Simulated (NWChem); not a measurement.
**Atomisation of H$_{2}$Si**

```
Si
H 1 1.5490
H 1 1.5490 2 90.50
```
Charge 0, spin multiplicity 1.

The numbers come from NWChem runs, not from measurements. The geometry was optimised at PBE/def2-SVP, a minimum by its harmonic frequencies.

Basis set: def2-TZVP. The atomisation energy is electronic alone: no zero-point, thermal, spin-orbit or counterpoise terms. No value is extrapolated to the basis-set limit. Free atoms are single determinants with multiplicities Si 3, H 2.

B3LYP has NWChem's definition, with VWN1-RPA local correlation. The structure started from a generated list of species. The stability of the SCF solutions was not checked. Open-shell Hartree-Fock references start from PBE0 orbitals.

One of these methods gave an atomisation energy of 109.6 kcal/mol. Which?
(A) HF
(B) BHandHLYP
(C) B3LYP
(D) BP86

A, HF. The others give 151.0 (BHandHLYP), 153.4 (B3LYP), 155.1 (BP86).
